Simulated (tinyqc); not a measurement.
Worked calculation: MP2 on RHF in the sto-3g basis, for H2O, spin multiplicity 1. One step of it, computed by the program tinyqc.

Task: Iteration 8 (converged): orbitals. Diagonalise F' = X^T F X, C = X C', fill 5 alpha and 5 beta electrons from the bottom; D = 2 C_occ C_occ^T. Each column has its largest component positive (the first on a tie).

converged F (hartree):
```
             1O 1s      1O 2s     1O 2px     1O 2py     1O 2pz      2H 1s      3H 1s
1O 1s   -20.235491  -5.161047   0.000000  -0.000010  -0.026187  -0.923652  -0.921834
1O 2s    -5.161047  -2.408852   0.000000  -0.000166  -0.077585  -0.846994  -0.845812
1O 2px    0.000000   0.000000  -0.380179   0.000000   0.000000   0.000000   0.000000
1O 2py   -0.000010  -0.000166   0.000000  -0.250971  -0.000177  -0.382284   0.382145
1O 2pz   -0.026187  -0.077585   0.000000  -0.000177  -0.285596  -0.306845  -0.306448
2H 1s    -0.923652  -0.846994   0.000000  -0.382284  -0.306845  -0.444694  -0.249822
3H 1s    -0.921834  -0.845812   0.000000   0.382145  -0.306448  -0.249822  -0.443839
```

X:
```
            1O 1s      1O 2s    1O 2px     1O 2py     1O 2pz      2H 1s      3H 1s
1O 1s    1.023787  -0.138414  0.000000  -0.000010  -0.007373   0.019993   0.019970
1O 2s   -0.138414   1.176649  0.000000   0.000145   0.072860  -0.240182  -0.239705
1O 2px   0.000000   0.000000  1.000000   0.000000   0.000000   0.000000   0.000000
1O 2py  -0.000010   0.000145  0.000000   1.089726   0.000082  -0.195692   0.195497
1O 2pz  -0.007373   0.072860  0.000000   0.000082   1.034311  -0.113546  -0.113261
2H 1s    0.019993  -0.240182  0.000000  -0.195692  -0.113546   1.144245  -0.058650
3H 1s    0.019970  -0.239705  0.000000   0.195497  -0.113261  -0.058650   1.143850
```

Give: F' = X^T F X; orbital energies; coefficients C; D after iteration 8.

Result:

F' = X^T F X (hartree):
```
          1        2        3        4        5        6        7
1  -19.8594  -2.6895   0.0000   0.0000  -0.0522  -0.1127  -0.1122
2   -2.6895  -1.2811   0.0000   0.0001   0.0998  -0.4346  -0.4338
3    0.0000   0.0000  -0.3802   0.0000   0.0000   0.0000   0.0000
4    0.0000   0.0001   0.0000   0.0130   0.0000  -0.4310   0.4308
5   -0.0522   0.0998   0.0000   0.0000  -0.1743  -0.2871  -0.2866
6   -0.1127  -0.4346   0.0000  -0.4310  -0.2871  -0.0079  -0.0672
7   -0.1122  -0.4338   0.0000   0.4308  -0.2866  -0.0672  -0.0081
```

orbital energies (hartree): MO1 -20.2439, MO2 -1.2121, MO3 -0.5738, MO4 -0.4199, MO5 -0.3802, MO6 0.4860, MO7 0.6460

coefficients C:
```
            MO1      MO2      MO3      MO4     MO5      MO6      MO7
1O 1s    0.9944  -0.2378   0.0001   0.0920  0.0000   0.1199  -0.0003
1O 2s    0.0247   0.8742  -0.0007  -0.4751  0.0000  -0.7304   0.0023
1O 2px   0.0000   0.0000   0.0000   0.0000  1.0000   0.0000   0.0000
1O 2py   0.0000   0.0002   0.5932  -0.0005  0.0000   0.0023   0.9551
1O 2pz   0.0032   0.0890   0.0006   0.7794  0.0000  -0.6968   0.0020
2H 1s   -0.0049   0.1500   0.4490   0.3094  0.0000   0.7343  -0.7503
3H 1s   -0.0049   0.1497  -0.4489   0.3100  0.0000   0.7374   0.7463
```

D after iteration 8:
```
          1O 1s    1O 2s  1O 2px   1O 2py   1O 2pz    2H 1s    3H 1s
1O 1s    2.1076  -0.4542  0.0000   0.0000   0.1075  -0.0241  -0.0241
1O 2s   -0.4542   1.9811  0.0000  -0.0001  -0.5848  -0.0327  -0.0325
1O 2px   0.0000   0.0000  2.0000   0.0000   0.0000   0.0000   0.0000
1O 2py   0.0000  -0.0001  0.0000   0.7037   0.0000   0.5324  -0.5328
1O 2pz   0.1075  -0.5848  0.0000   0.0000   1.2308   0.5095   0.5093
2H 1s   -0.0241  -0.0327  0.0000   0.5324   0.5095   0.6397  -0.1663
3H 1s   -0.0241  -0.0325  0.0000  -0.5328   0.5093  -0.1663   0.6400
```
